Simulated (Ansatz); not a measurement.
ClH₂SSi, SMILES `S[SiH]Cl` radical at its PBE0-D4/def2-TZVP geometry, where that method's forces vanish. The species carries charge 0 and has multiplicity 2.

| atom | x (Å) | y (Å) | z (Å) |
| --- | --- | --- | --- |
| S1 | -1.138 | 0.314 | 0.944 |
| Si2 | 0.677 | 0.053 | -0.144 |
| Cl3 | 1.496 | -1.703 | 0.534 |
| H4 | -1.451 | 1.438 | 0.273 |
| H5 | 0.416 | -0.102 | -1.607 |

(1) For each bond, give half the difference of the two atoms' forces along it (eV/Å; positive pushes the atoms apart) under PBE-D4, r2SCAN-D4, B3LYP-D4, ωB97M-V in def2-TZVPP. (Estimate.)

## Answers

(1) Ansatz gave: 
```tsv
bond	length (Å)	PBE-D4	r2SCAN-D4	B3LYP-D4	ωB97M-V
S1–Si2	2.132	0.20	0.06	0.20	0.05
S1–H4	1.346	0.25	0.00	-0.03	-0.09
Si2–Cl3	2.053	0.24	0.05	0.23	0.11
Si2–H5	1.494	0.12	-0.03	-0.12	-0.14
```

B3LYP here is the variant with VWN-RPA as its local correlation; programs differ in this.
